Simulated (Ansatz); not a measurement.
Ansatz (a program for electronic structure) input:

Ansatz 0.2 input:
```yaml
crystal:
  periodic: [false, false, false]
  atoms:
    - {symbol: C, position_ang: [0.00459725, -0.00249754, 0.33487939]}
    - {symbol: C, position_ang: [0.02158522, -0.01172655, 1.57233990]}
    - {symbol: C, position_ang: [-0.01550427, 0.00842296, -1.12938267]}
    - {symbol: H, position_ang: [-0.01786863, 1.02668686, -1.54815061]}
    - {symbol: H, position_ang: [0.85593006, -0.49887077, -1.57152384]}
    - {symbol: H, position_ang: [-0.90213069, -0.49300933, -1.54734531]}
basis:
  gaussian:
    orbitals: aug-cc-pVDZ
total_charge: -1
magnetization: {spin_polarized: false}
correlation: {method: ccsd_t, electrons: outside_noble_gas}
output: {forces: true}
```

Q: Which total energy does the run end on?

A: -115.71783 Eh (CCSD(T)/aug-cc-pVDZ). The basis has 96 functions. The run takes around 30 core-seconds (rough).

It need not be the lowest isomer of its formula. Whether it binds its extra electron was not tested at this geometry.
